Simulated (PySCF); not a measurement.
## Worked example: correlation energy of H$_{2}$C–GaH$_{2}$⁺, singlet

Geometry: that of the H2C–GaH2, doublet, kept fixed.

```
atom   x (Å)    y (Å)    z (Å)
   C  0.0000   0.0000   1.6241
  Ga  0.0000   0.0000  -0.3128
   H  0.0000   0.9088   2.2212
   H  0.0000  -0.9088   2.2212
   H  0.0000   1.3677  -1.0800
   H  0.0000  -1.3677  -1.0800
```

Basis cc-pVDZ; PySCF 2.14.0. Only valence electrons are correlated (noble-gas cores and the filled d shells of p-block atoms frozen), which leaves 10 electrons in 46 orbitals. Prefix R: restricted or restricted open-shell reference. No spin–orbit coupling is included, and no scalar relativity.

Full CI isn't at hand for all of this; RCCSDT(Q) serves as the reference, and is uncertain by the last step of the cluster series or more.

RCCSD has a T1 diagnostic of 0.008 and a largest doubles amplitude of 0.05.

```tsv
level	total energy (hartree)
RHF	-1963.027958
RMP2	-1963.187810
RCCSD	-1963.226739
RCCSD(T)	-1963.230178
RCCSDT	-1963.230937
RCCSDT(Q)	-1963.231080
```

Q: What is the correlation energy at RCCSDT(Q), and what share of it do RMP2 and RCCSD(T) recover?

A: E(corr) = -1963.231080 − (-1963.027958) = -0.203122 hartree = -5.527 eV. RMP2: -0.159852 / -0.203122 = 78.70 %. RCCSD(T): -0.202220 / -0.203122 = 99.56 %.

Q: By how many kcal/mol does RCCSD(T) miss RCCSDT(Q) (1 hartree = 627.509 kcal/mol), and which steps make up the rest?

A: -1963.230178 − (-1963.231080) = 0.000902 hartree = 0.57 kcal/mol. Steps: RCCSDT − RCCSD(T) = -0.48, RCCSDT(Q) − RCCSDT = -0.09 kcal/mol. That is within 1 kcal/mol of the reference in this basis, which itself misses far more of the correlation at the basis-set limit.
